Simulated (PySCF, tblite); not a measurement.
# HBrF−, a complex of two parts: NMR shifts, interaction energy, infrared bands, spin-spin couplings and core binding energies

One table from this session's results is given with a row withheld; the runs are named, their logs left out.

Computed with tblite 0.8.0 and PySCF 2.14.0; each step states its level. No surroundings beyond the atoms listed, unless a continuum is named. Atoms count from 0, parts from 1.

## The system as given

3 atoms, charge -1, multiplicity 1; geometry: rigid parts in contact. Parts: 1 = atoms 0–1, `F`, charge 0; 2 = atom 2, `[Br-]`, charge -1.

Set-up of the first run:

What the job is given:

```
{"job": {"kind": "dock", "xc": "GFN2-xTB", "basis": "xTB"}, "charge": -1, "multiplicity": 1, "parts": [{"atoms": "0-1", "charge": 0, "multiplicity": 1}, {"atoms": "2-2", "charge": -1, "multiplicity": 1}]}
F      0.466117     0.003916    -0.009752
H     -0.466117    -0.003916     0.009752
Br    -2.794258    -0.069224     0.410126
```

With the program's defaults for keys left out, this is: GFN2-xTB search for minima from random contacts, gas phase.

Command:

```console
$ OMP_NUM_THREADS=1 python cluster_run.py task.json out
```

One launch serves the whole session: the jobs run in the order shown.

Steps of the session up to this table: Search for minima with GFN2-xTB; Optimising the geometry at PBE0-D3(BJ)/def2-TZVPD; Nuclear shieldings: PBE0/aug-pcSseg-2; Coupled-cluster interaction energy: CCSD(T) and MP2.

One of the session's tables, all rows but one given; the rest of the session is left out.

It belongs to the step «Coupled-cluster interaction energy: CCSD(T) and MP2». 

```
                 method  interaction energy (kcal/mol)
         HF/aug-cc-pVDZ                         -18.01
        MP2/aug-cc-pVDZ                         -19.74
       CCSD/aug-cc-pVDZ                         -18.99
    CCSD(T)/aug-cc-pVDZ                         -19.29
         HF/aug-cc-pVQZ                         -18.30
        MP2/aug-cc-pVQZ                         -21.56
    SCS-MP2/aug-cc-pVQZ                         -20.49
      MP2, extrapolated                              ?
CCSD(T), limit estimate                         -21.45
```

Q: Estimate the row for MP2, extrapolated from the others.

The run gave: interaction energy (kcal/mol): -21.89. In the column «interaction energy (kcal/mol)» it is the lowest.

To keep in mind: The interaction energy leaves out the deformation of the parts, 1.61 kcal/mol (MP2); added to the CCSD(T) estimate it gives a binding of about -19.84 kcal/mol.
